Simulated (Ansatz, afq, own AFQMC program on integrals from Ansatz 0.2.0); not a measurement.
# B$_{2}$H$_{2}$, triplet → B₂H₂⁺, quartet

```csv
atom,x (Å),y (Å),z (Å)
B,0.0000,0.0000,0.6756
B,0.0000,0.0000,-0.9095
H,0.0000,1.0479,1.2540
H,0.0000,-1.0479,1.2540
```

Connectivity, by distances: BH2–B.

E(quartet, charge +1) − E(triplet, charge +0) at this geometry, on UHF and UHF determinants.

Basis cc-pVDZ. Noble-gas cores (and the filled d shells of Ga–Kr and In–Xe) are frozen. Ansatz 0.2.0 and our own AFQMC program on the same integrals; the CISD trial comes from CCSD amplitudes, and released means the phaseless constraint is let go. Error bars are statistical, one sigma. The errors of all members are added in quadrature.

No full CI on the walks' own integrals is used here; CCSDT(Q) serves as the reference and is uncertain by about the last step of the cluster series. Each member takes its own surest rung, up to full CI.

The best estimate is CCSD(T) at the basis-set limit (CBS: def2-TZVPP and def2-QZVPP, with their diffuse functions for anions and beside diffuse sets, CCSD(T) itself extrapolated) plus the step from CCSD(T) to CCSDT(Q) in cc-pVDZ. Rows without CBS are in cc-pVDZ, the functionals in def2-TZVP; B2PLYP and the wave-function rows carry a basis error of their own. Core correlation and relativity beyond core potentials are missing, and ± holds the sampling alone.

Cautions: B₂H₂⁺ (quartet): lower spins were not checked, the search met a lower determinant of the same kind, perhaps of another symmetry (77 meV lower), and this one is a saddle point, the released energies have errors that jump between times, so the bars are unsure, so no released level is given (meV from the phaseless value at times in 1/Eh: -6.4 ± 1.6 at 0.24, -5 ± 8 at 0.51, -15.4 ± 1.4 at 0.99, -20.2 ± 1.6 at 1.62, -20.9 ± 1.7 at 2.40), full CI with its own frozen core, its ph-AFQMC/CISD value lies 28.4 ± 1.9 meV above full CI; this needn't be the first ionization.

```csv
level,vertical ionization energy (kJ/mol)
r2SCAN,1220.0
PBE0,1222.6
HF,1158.6
```

(1) From these cheaper values, estimate the vertical ionization energy at the level of the best estimate.

(1) 1242.7 kJ/mol (best estimate, highest rung CCSDT(Q)).

| level | vertical ionization energy (kJ/mol) | error against the best estimate (kJ/mol) |
| --- | --- | --- |
| MP2 | 1220.2 | -22.5 |
| CCSD | 1222.6 | -20.1 |
| CCSD(T) | 1224.1 | -18.6 |
| CCSDT | 1224.2 | -18.6 |
| CCSDT(Q) | 1224.2 | -18.5 |
| ph-AFQMC/CISD | 1225.6 ± 0.3 | -17.1 ± 0.3 |
| HF/CBS | 1157.7 | -85.1 |
| MP2/CBS | 1240.9 | -1.8 |
| CCSD(T)/CBS | 1242.6 | -0.1 |
| PBE | 1214.3 | -28.4 |
| B3LYP | 1230.8 | -11.9 |
| wB97M-V | 1229.8 | -12.9 |
| B2PLYP | 1227.1 | -15.6 |

Correlation beyond CCSD(T) changes it by less than 2 meV. Going to the basis-set limit adds 18.6 kJ/mol at CCSD(T). The perturbative (T) step is worth +1.5 kJ/mol. The functionals spread over 16.5 kJ/mol; B3LYP and wB97M-V come nearest and PBE is 28.4 kJ/mol too low.

Best estimates are given only where the step beyond CCSD(T) is under 0.3 eV and no member's determinant is very poor (T1 over 0.05, or 0.07 for open shells, ⟨S²⟩ too high by 0.3, two states mixed), so the hardest cases are missing from such tables.

The functionals ran in a triple-zeta set and keep a basis error of their own, a few kJ/mol for each bond in atomization energies and more for double hybrids, so close places among them and the extrapolated levels can swap.

CCSDT and higher add their correlation energy to the determinant of the CCSD(T) run, since their own runs factorise the integrals more tightly (a shift of under 2 meV). Each member of a difference takes its own highest rung, so a best estimate needn't equal the limit plus the step of one row. A walk keeps the symmetry of its determinant, which the program's search chose and which needn't be the lowest solution, so a lower state of the same spin and another symmetry isn't excluded.
